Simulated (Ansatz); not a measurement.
# AlClH2N: the cost of one run

Computed with the Python package of Ansatz 0.2.0. The levels of theory stand in the script.

**1. Starting point**

Bond lengths: N1–Al2 1.854 Å, Al2–Cl3 2.188 Å, N1–H4 1.096 Å, N1–H5 1.047 Å. Angles: N1–Al2–Cl3 118.3°, Al2–N1–H4 106.3°, Al2–N1–H5 111.5°, H4–N1–H5 103.3°.

Input file alclh2n.xyz:

```xyz
5

N    -0.87950    0.27920   -0.25200
Al    0.20800   -0.46340    1.05320
Cl    2.05650   -1.45110    0.42620
H    -0.88820    1.35910   -0.06640
H    -0.44690    0.20250   -1.20240
```

**2. Script**

run_composite.py reads:

```python
'''A composite energy for AlClH2N: DFT geometry, MP2 basis limit, coupled-cluster correction.'''

import itertools
import logging
import sys
import warnings

import ansatz as az
from ase.data import atomic_numbers, covalent_radii
import numpy as np

logging.basicConfig(stream=sys.stdout, format='%(levelname)s:%(name)s:%(message)s')
logger = logging.getLogger('run')
logger.setLevel(logging.INFO)

warnings.simplefilter('ignore', az.DeckWarning)

molecule = az.Crystal.molecule_from_extxyz('alclh2n.xyz')

setup = (
    molecule.calculation()
    .basis(gaussian='def2-SVP')
    .functional('B3LYP', dispersion='d4')
    .spin('collinear', total=1)
)
symbols = [site.symbol for site in molecule.cartesian_sites]
start = np.array([site.position_ang for site in molecule.cartesian_sites], dtype=float)
report = setup.relax(force_tolerance=0.01).run(threads=1).report
end = np.array(report['positions_ang'])
# pairs closer than 1.2 times the sum of covalent radii, before or after
radius = [covalent_radii[atomic_numbers[s]] for s in symbols]
span = lambda where, i, j: np.linalg.norm(where[i] - where[j])
bonded = [(i, j) for i, j in itertools.combinations(range(len(symbols)), 2) if min(span(start, i, j), span(end, i, j)) < 1.2 * (radius[i] + radius[j])]
logger.info('pair        before    after (A)')
for i, j in bonded:
    print(f'{symbols[i]}{i}-{symbols[j]}{j}'.ljust(10), f'{span(start, i, j):8.4f} {span(end, i, j):8.4f}')

minimum = az.Crystal.molecule()
for symbol, place in zip(symbols, end):
    minimum = minimum.atom(symbol, place.tolist())
at_minimum = minimum.calculation().spin('collinear', total=1)
# MP2 extrapolated to the basis limit, plus the small-basis difference CCSD(T) - MP2
level = lambda method, basis: at_minimum.basis(gaussian=basis).correlation(method).run(threads=1).report
small, large, cluster = level('mp2', 'cc-pVDZ'), level('mp2', 'cc-pVTZ'), level('ccsd_t', 'cc-pVDZ')
corr = lambda each: (each['free_energy_ev'] - each['reference_energy_ev']) / 27.211386246
mp2_limit = (27 * corr(large) - 8 * corr(small)) / 19
pieces = {'HF / cc-pVTZ': large['reference_energy_ev'] / 27.211386246, 'MP2 correlation, DZ-TZ limit': mp2_limit, 'CCSD(T) - MP2 / cc-pVDZ': corr(cluster) - corr(small)}
for name, value in pieces.items():
    logger.info(f'{name:32s} {value:14.6f} Ha')
logger.info(f'{"sum":32s} {sum(pieces.values()):14.6f} Ha')
print('T1 diagnostic', round(cluster['correlation']['coupled_cluster']['t1_diagnostic'], 4))
```

**3. The calls as engine input**

The engine receives this input (first run):

```yaml
crystal:
  periodic: [false, false, false]
  atoms:
    - { symbol: "N", position_ang: [-0.8795, 0.2792, -0.252] }
    - { symbol: Al, position_ang: [0.208, -0.4634, 1.0532] }
    - { symbol: Cl, position_ang: [2.0565, -1.4511, 0.4262] }
    - { symbol: H, position_ang: [-0.8882, 1.3591, -0.0664] }
    - { symbol: H, position_ang: [-0.4469, 0.2025, -1.2024] }
basis:
  gaussian:
    orbitals: def2-SVP
hamiltonian:
  xc: b3lyp
  dispersion: d4
magnetization:
  spin_polarized: true
  initial_magnetization: 1.0
relax:
  f_tol: 0.01
```

**4. Running it**

Launch:

```sh
$ python run_composite.py
```

What time and memory should one allow on 1 thread of Arm Neoverse V1, shared host?

About 37 s, with a peak of 0.31 GiB.
